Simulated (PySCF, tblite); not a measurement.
# C3H2O2: changes of charge, electronic excitations, EPR parameters, part 3 of 3

tblite 0.8.0 and PySCF 2.14.0. Atoms count from 0. The steps go on from the part before.

### Step 24. Changes of charge: wB97X-D3(BJ)/ma-def2-TZVP

This step combines the energies above: geometries from PBE0-D3(BJ)/ma-def2-SVP, zero-point and thermal terms from PBE0-D3(BJ)/ma-def2-SVP.

The job: settings as JSON, then the geometry in Å.

```
{"job": {"kind": "rx", "dirs": [1, -1], "geom": {"xc": "PBE0", "basis": "ma-def2-SVP", "d3": "d3bj", "grid": 1}, "hess": 1, "level": {"xc": "wB97X", "basis": "ma-def2-TZVP", "d3": "d3bj", "solvents": ["acetonitrile"]}}, "charge": 0, "multiplicity": 1}
C      1.920565     0.174345     0.006558
C      0.729402    -0.015720     0.104395
C     -0.682639    -0.311898     0.241544
O     -1.114363    -1.378816     0.592665
O     -1.450021     0.737502    -0.067142
H      2.979585     0.342553    -0.080701
H     -2.372673     0.461246     0.047455
```

Output (the driver's rows laid out field by field):

```text
ionisation and electron attachment, wB97X-D3(BJ)/ma-def2-TZVP // PBE0-D3(BJ)/ma-def2-SVP

row 1
  change                  oxidation
  charge                  1
  multiplicity            2
  vertical_ev             11.0875
  vertical_s2             0.768
  formula                 C3H2O2
  smiles                  [CH]=[C+]C(=O)O
  kept                    yes
  pieces                  1
  point_group             Cs
  adiabatic_electronic_ev 10.7384
  adiabatic_ev            10.6992
  free_energy_ev          10.6778
  s2                      0.774
  bonds_moved             2 4 1.336 1.274; 2 3 1.203 1.236; 1 2 1.449 1.421; 0 1 1.21 1.23
  spin_on                 3 O 0.64; 0 C 0.371
  charge_moved            3 O 0.325; 0 C 0.263; 4 O 0.136; 1 C 0.088
  vertical_back_ev        10.1879
  relaxation_parent_ev    0.5505
  relaxation_ion_ev       0.3491
  reorganisation_ev       0.8996
  solution                solvent acetonitrile, absolute_potential_v 8.2872, solvation_parent_kj -32.43, solvation_ion_kj -263.08

row 2
  change                  reduction
  charge                  -1
  multiplicity            2
  vertical_ev             -0.4904
  vertical_s2             0.76
  formula                 C3H2O2
  smiles                  [CH]=C=C([O-])O
  kept                    yes
  pieces                  1
  point_group             C1
  adiabatic_electronic_ev 0.0658
  adiabatic_ev            0.1557
  free_energy_ev          0.1798
  s2                      0.766
  bonds_moved             2 4 1.336 1.402; 1 2 1.449 1.385; 0 1 1.21 1.268; 2 3 1.203 1.252
  spin_on                 0 C 0.471; 2 C 0.206; 3 O 0.192
  charge_moved            0 C -0.312; 3 O -0.2; 2 C -0.147; 4 O -0.104
  vertical_back_ev        1.0868
  relaxation_parent_ev    1.021
  relaxation_ion_ev       0.5562
  reorganisation_ev       1.5772
  solution                solvent acetonitrile, absolute_potential_v 2.4399, solvation_parent_kj -32.43, solvation_ion_kj -250.49
```

Run time: 12 min. Hardware: 1 thread of Intel Xeon Platinum 8259CL at 2.50GHz, shared host; peak memory 0.69 GiB.

Energy taken up on oxidation, or given off on reduction (eV; adiabatic with zero-point energy):

| change | product | vertical | adiabatic | free energy | reorganisation | ⟨S²⟩ |
| --- | --- | --- | --- | --- | --- | --- |
| oxidation (multiplicity 2) | [CH]=[C+]C(=O)O | 11.09 | 10.70 | 10.68 | 0.90 | 0.77 |
| reduction (multiplicity 2) | [CH]=C=C([O-])O | -0.49 | 0.16 | 0.18 | 1.58 | 0.77 |

On oxidation to multiplicity 2 charge changes most on O3 (+0.33 e), C0 (+0.26 e), O4 (+0.14 e); the spin sits on O3 (0.64), C0 (0.37); the bond C2–O4 goes from 1.336 to 1.274 Å; the absolute potential is 8.29 V in acetonitrile.

On reduction to multiplicity 2 charge changes most on C0 (-0.31 e), O3 (-0.20 e), C2 (-0.15 e); the spin sits on C0 (0.47), C2 (0.21), O3 (0.19); the bond C2–O4 goes from 1.336 to 1.402 Å; the absolute potential is 2.44 V in acetonitrile.

### Step 25. Electronic excitations: TDDFT CAM-B3LYP/def2-SVPD

The job: settings as JSON, then the geometry in Å.

```
{"job": {"kind": "uv", "xc": "CAM-B3LYP", "basis": "def2-SVPD", "nstates": 6, "ntriplets": 0}, "charge": 0, "multiplicity": 1}
C      1.920565     0.174345     0.006558
C      0.729402    -0.015720     0.104395
C     -0.682639    -0.311898     0.241544
O     -1.114363    -1.378816     0.592665
O     -1.450021     0.737502    -0.067142
H      2.979585     0.342553    -0.080701
H     -2.372673     0.461246     0.047455
```

Method: TDDFT CAM-B3LYP/def2-SVPD, vertical, gas phase, core orbitals frozen in the response.

Standard output:

```text
coarse grid: 6672 points
cycle   1  E = -265.3775799379  dE =  9.544e-01  |g| = 9.301e-01  |ddm| = 8.475e+00
cycle   2  E = -265.1855587813  dE =  1.920e-01  |g| = 1.421e+00  |ddm| = 2.617e+00
cycle   3  E = -265.5429686244  dE = -3.574e-01  |g| = 2.005e-01  |ddm| = 1.403e+00
cycle   4  E = -265.5498785058  dE = -6.910e-03  |g| = 6.992e-02  |ddm| = 2.851e-01
cycle   5  E = -265.5507496589  dE = -8.712e-04  |g| = 1.325e-02  |ddm| = 1.548e-01
cycle   6  E = -265.5507914318  dE = -4.177e-05  |g| = 3.689e-03  |ddm| = 3.527e-02
cycle   7  E = -265.5507950831  dE = -3.651e-06  |g| = 1.825e-03  |ddm| = 1.289e-02
final grid: 66784 points
cycle   8  E = -265.6116065074  dE = -1.618e-05  |g| = 3.713e-03  |ddm| = 6.023e-02
cycle   9  E = -265.6116016917  dE =  4.816e-06  |g| = 6.056e-03  |ddm| = 1.310e-02
cycle  10  E = -265.6116097060  dE = -8.014e-06  |g| = 2.634e-04  |ddm| = 7.316e-03
cycle  11  E = -265.6116097213  dE = -1.531e-08  |g| = 1.926e-04  |ddm| = 5.858e-04
cycle  12  E = -265.6116097295  dE = -8.167e-09  |g| = 4.174e-05  |ddm| = 2.704e-04
cycle  13  E = -265.6116097301  dE = -6.216e-10  |g| = 1.375e-05  |ddm| = 8.521e-05
converged SCF energy = -265.6116097301

Static polarisability (au): isotropic 42.144, principal 27.402 37.870 61.159

Singlet excitations
state   eV       nm        f      main configurations
  1   4.9380    251.1   0.00001   H->L 0.97
  2   5.8050    213.6   0.00003   H-2->L 0.94
  3   6.0800    203.9   0.06661   H-1->L 0.70, H->L+2 0.12
  4   6.9376    178.7   0.00016   H-1->L+2 0.56, H-1->L+3 0.19, H-1->L+1 0.18
  5   7.5563    164.1   0.04966   H-3->L 0.70, H->L+1 0.14, H-2->L+1 0.09
  6   8.1141    152.8   0.02528   H->L+1 0.54, H->L+2 0.23, H-3->L 0.13
```

It took 9.1 s on 1 thread of Intel Xeon Platinum 8259CL at 2.50GHz, shared host.

The orbitals next to the gap, with their largest atomic shares:

| orbital | eV | atoms |
| --- | --- | --- |
| HOMO−3 | -11.47 | O4 48 %, O3 31 %, C2 11 % |
| HOMO−2 | -10.92 | O3 35 %, C1 24 %, C0 20 % |
| HOMO−1 | -10.37 | C1 39 %, C0 38 %, O3 13 % |
| HOMO | -9.97 | O3 39 %, C0 25 %, C1 24 % |
| LUMO | -0.53 | C2 24 %, C0 23 %, O3 20 % |
| LUMO+1 | 0.96 | O4 34 %, H6 19 %, C2 16 % |
| LUMO+2 | 1.48 | C0 40 %, C1 27 %, H5 14 % |

With each of the 6 states as a Gaussian band of 0.4 eV half-width at 1/e, the curve within the window shown has maxima at 204 nm (ε 2,700), 163 nm (ε 2,200) L/(mol cm). Beyond the last state computed it falls off for lack of states. The curve at chosen wavelengths:

(nm, ε (L/mol/cm)): (147, 603), (153, 1369), (158, 1878), (164, 2143), (169, 1446), (175, 473), (180, 169), (186, 362), (191, 999), (197, 2089), (202, 2661), (208, 2430), (213, 1718), (219, 861), (224, 398), (230, 129), (235, 44), (241, 11), (246, 3), (252, 1), (257, 1), (263, 0), (268, 0), (274, 0), (279, 0), (285, 0)

Further results of this job:

| property | computed |
| --- | --- |
| dipole moment (D) | 1.79 |
| polarisability (Å³) | 6.25 |
| HOMO–LUMO gap (eV) | 9.44 |
| −ε(HOMO) (eV) | 9.97 |

### Step 26. EPR parameters (C₃H₂O₂+ (doublet), [CH]=[C+]C(=O)O): UKS B3LYP, pcH-1 on C H O

The job: settings as JSON, then the geometry in Å.

```
{"job": {"kind": "epr", "basis": "pcH-1"}, "charge": 1, "multiplicity": 2}
C      1.912823     0.251844    -0.021778
C      0.689036     0.151100     0.045376
C     -0.679239    -0.201156     0.200585
O     -0.719701    -1.373356     0.588956
O     -1.643131     0.597651    -0.038028
H      2.989238     0.382270    -0.095512
H     -2.531142     0.214518     0.111935
```

Level: UKS B3LYP, pcH-1 on C H O, non-relativistic, mean-field spin-orbit, GIAO.

Standard output:

```text
UKS, coarse grid
  cycle   1  E = -265.33999563  |g| = 6.79e-01
  cycle   2  E = -263.69769069  |g| = 1.92e+00
  cycle   3  E = -265.42238230  |g| = 4.95e-01
  cycle   4  E = -265.51381750  |g| = 2.26e-01
  cycle   5  E = -265.52858390  |g| = 1.26e-01
  cycle   6  E = -265.53256506  |g| = 8.65e-02
  cycle   7  E = -265.53558398  |g| = 3.98e-02
  cycle   8  E = -265.53616231  |g| = 1.73e-02
  cycle   9  E = -265.53633390  |g| = 2.11e-03
  cycle  10  E = -265.53633628  |g| = 2.03e-03
  cycle  11  E = -265.53633900  |g| = 5.00e-04
UKS, final grid
  cycle   1  E = -265.53635205  |g| = 1.55e-03
  cycle   2  E = -265.53633897  |g| = 5.59e-03
  cycle   3  E = -265.53635320  |g| = 1.88e-04
  cycle   4  E = -265.53635322  |g| = 8.05e-05
  cycle   5  E = -265.53635322  |g| = 4.58e-05
  cycle   6  E = -265.53635322  |g| = 2.94e-05
E = -265.53635322 Eh   <S^2> = 0.7629 (exact 0.7500)
g shifts (ppm)      1          2          3
  rmc          -262       -262       -262
  gc             38         46         32
  oz_so        1335       2529       9262
  total        1115       2313       9035
hyperfine (MHz)  atom isotope    a_iso     a_fc   dipolar eigenvalues
    0   13C      27.03      27.03    -33.78    -32.78     66.55
    1   13C      20.59      20.59    -19.88    -15.82     35.70
    2   13C     -26.56     -26.56     -9.06      0.45      8.61
    3   17O     -37.75     -37.75   -186.36     86.32    100.03
    4   17O      17.13      17.13    -12.28      3.40      8.88
    5    1H     -32.64     -32.64    -14.67     -3.93     18.60
    6    1H      -3.90      -3.90     -5.08     -1.86      6.94
```

It took 21 s on 1 thread of Intel Xeon Platinum 8259CL at 2.50GHz, shared host.

Principal g values 2.00343, 2.00463, 2.01135; g(iso) = 2.00647, against 2.00232 for a free electron.

Hyperfine couplings, nucleus by nucleus at this fixed geometry (no averaging over rotations):

| nuclei | isotope | a(iso) (MHz) | a(iso) (G, at g = 2.0023) | largest dipolar term (MHz) |
| --- | --- | --- | --- | --- |
| O3 | 17O | -37.7 | -13.5 | -186.4 |
| H5 | 1H | -32.6 | -11.6 | 18.6 |
| C0 | 13C | 27.0 | 9.6 | 66.6 |
| C2 | 13C | -26.6 | -9.5 | -9.1 |
| C1 | 13C | 20.6 | 7.3 | 35.7 |
| O4 | 17O | 17.1 | 6.1 | -12.3 |
| H6 | 1H | -3.9 | -1.4 | 6.9 |

Mulliken spin populations:

| atom | value (e) |
| --- | --- |
| C0 | 0.37 |
| C1 | 0.09 |
| C2 | -0.05 |
| O3 | 0.60 |
| O4 | 0.01 |
| H5 | -0.01 |
| H6 | 0.00 |

In first order the couplings over 0.8 MHz of 1H give 4 distinct lines over 13.0 G.

### Step 27. EPR parameters (C₃H₂O₂− (doublet), [CH]=C=C([O-])O): UKS B3LYP, pcH-1 on C H O

The job: settings as JSON, then the geometry in Å.

```
{"job": {"kind": "epr", "basis": "pcH-1"}, "charge": -1, "multiplicity": 2}
C      1.929742     0.507505     0.241038
C      0.741969     0.077038     0.131207
C     -0.565671    -0.362969     0.256601
O     -0.980786    -1.500419     0.576102
O     -1.535810     0.602271    -0.047865
H      2.783733     0.587873    -0.441891
H     -2.354652     0.104857     0.073602
```

With the program's defaults for keys left out, this is: UKS B3LYP, pcH-1 on C H O, non-relativistic, mean-field spin-orbit, GIAO.

Standard output:

```text
UKS, coarse grid
  cycle   1  E = -265.71169178  |g| = 7.46e-01
  cycle   2  E = -265.22599654  |g| = 1.34e+00
  cycle   3  E = -265.87737594  |g| = 3.16e-01
  cycle   4  E = -265.91849652  |g| = 6.69e-02
  cycle   5  E = -265.91924219  |g| = 4.44e-02
  cycle   6  E = -265.92009923  |g| = 1.66e-02
  cycle   7  E = -265.92024646  |g| = 5.26e-03
  cycle   8  E = -265.92026349  |g| = 1.87e-03
  cycle   9  E = -265.92026721  |g| = 1.22e-03
  cycle  10  E = -265.92026894  |g| = 2.56e-04
UKS, final grid
  cycle   1  E = -265.92027309  |g| = 1.71e-04
  cycle   2  E = -265.92027315  |g| = 1.83e-04
  cycle   3  E = -265.92027318  |g| = 1.02e-04
  cycle   4  E = -265.92027320  |g| = 9.52e-05
  cycle   5  E = -265.92027321  |g| = 2.25e-05
  cycle   6  E = -265.92027321  |g| = 4.95e-06
E = -265.92027321 Eh   <S^2> = 0.7574 (exact 0.7500)
g shifts (ppm)      1          2          3
  rmc          -192       -192       -192
  gc              8         27          9
  oz_so        -141        398       1767
  total        -325        233       1584
hyperfine (MHz)  atom isotope    a_iso     a_fc   dipolar eigenvalues
    0   13C     201.95     201.95    -36.19    -28.05     64.24
    1   13C      -9.05      -9.05    -20.33     -7.32     27.64
    2   13C       4.38       4.38    -22.43    -19.51     41.94
    3   17O     -16.70     -16.70    -65.07     31.98     33.09
    4   17O      -1.80      -1.80    -16.34      7.68      8.66
    5    1H     109.53     109.53    -13.56     -2.66     16.22
    6    1H      -4.02      -4.02     -3.70     -2.25      5.94
```

It took 18 s on 1 thread of Intel Xeon Platinum 8259CL at 2.50GHz, shared host.

Principal g values 2.00199, 2.00255, 2.00390; g(iso) = 2.00282, against 2.00232 for a free electron.

Hyperfine couplings, nucleus by nucleus at this fixed geometry (no averaging over rotations):

| nuclei | isotope | a(iso) (MHz) | a(iso) (G, at g = 2.0023) | largest dipolar term (MHz) |
| --- | --- | --- | --- | --- |
| C0 | 13C | 201.9 | 72.1 | 64.2 |
| H5 | 1H | 109.5 | 39.1 | 16.2 |
| O3 | 17O | -16.7 | -6.0 | -65.1 |
| C1 | 13C | -9.0 | -3.2 | 27.6 |
| C2 | 13C | 4.4 | 1.6 | 41.9 |
| H6 | 1H | -4.0 | -1.4 | 5.9 |
| O4 | 17O | -1.8 | -0.6 | -16.3 |

Mulliken spin populations:

| atom | value (e) |
| --- | --- |
| C0 | 0.48 |
| C1 | 0.07 |
| C2 | 0.21 |
| O3 | 0.18 |
| O4 | 0.03 |
| H5 | 0.04 |
| H6 | 0.00 |

In first order the couplings over 0.8 MHz of 1H give 4 distinct lines over 40.5 G.

### Step 28. Spectra of the species

The job: settings as JSON, then the geometry in Å.

```
{"job": {"kind": "rx", "dirs": [1, -1], "geom": {"xc": "PBE0", "basis": "ma-def2-SVP", "d3": "d3bj", "grid": 1}, "hess": 1, "level": {"xc": "wB97X", "basis": "ma-def2-TZVP", "d3": "d3bj", "solvents": ["acetonitrile"]}, "spectra": true}, "charge": 0, "multiplicity": 1}
C      1.920565     0.174345     0.006558
C      0.729402    -0.015720     0.104395
C     -0.682639    -0.311898     0.241544
O     -1.114363    -1.378816     0.592665
O     -1.450021     0.737502    -0.067142
H      2.979585     0.342553    -0.080701
H     -2.372673     0.461246     0.047455
```

Standard output:

```text
uv C#CC(=O)O +0: TDDFT CAM-B3LYP/def2-SVPD, vertical, gas phase, core orbitals frozen in the response
epr [CH]=[C+]C(=O)O +1: UKS B3LYP, pcH-1 on C H O, non-relativistic, mean-field spin-orbit, GIAO
epr [CH]=C=C([O-])O -1: UKS B3LYP, pcH-1 on C H O, non-relativistic, mean-field spin-orbit, GIAO
```

Wall time 48 s (1 thread of Intel Xeon Platinum 8259CL at 2.50GHz, shared host).

This step only lists the spectra that were run on the species above.

### Step 29. Summary of results

This closing draws on all 3 parts.

| quantity | value |
| --- | --- |
| strongest single infrared mode (GFN2-xTB) | 1768 cm⁻¹, 480 km/mol |
| zero-point energy (GFN2-xTB) | 25.9 kcal/mol |
| point group | Cs |
| rotational constants (main isotopes) | 12.25, 4.13, 3.09 GHz |
| ionisation energy (wB97X-D3(BJ)/ma-def2-TZVP) | vertical 11.09 eV, adiabatic 10.70 eV |
| electron affinity (wB97X-D3(BJ)/ma-def2-TZVP) | vertical -0.49 eV, adiabatic 0.16 eV (unbound at the start geometry) |
| lowest singlet (CAM-B3LYP/def2-SVPD) | 4.94 eV (251 nm), f = 0.000 |
| brightest single state of those computed | state 3, 6.08 eV, f = 0.067 |

What this shows: No mode is imaginary among the 15: a minimum at this level. The strongest single mode, at 1768 cm⁻¹, moves mainly C2 and O3. Unscaled tight-binding wavenumbers are off by several per cent, some by more. Its intensities can rank the bands wrongly. Over 7 steps the energy fell by 0.027 eV; of the close pairs, C0–H5 changed most, 1.051 to 1.076 Å (PBE0/ma-def2-SVP). At wB97X-D3(BJ)/ma-def2-TZVP, relaxation with the zero-point term after oxidation moves the energy taken up from 11.09 eV (vertical) to 10.70 eV (adiabatic, with zero-point energy). At wB97X-D3(BJ)/ma-def2-TZVP, relaxation with the zero-point term after reduction moves the energy given off from -0.49 eV (vertical) to 0.16 eV (adiabatic, with zero-point energy). The first singlet state (HOMO→LUMO 0.97) lies at 4.94 eV and is dark; of the 6 states computed, the strongest absorption comes from state 3 at 6.08 eV.
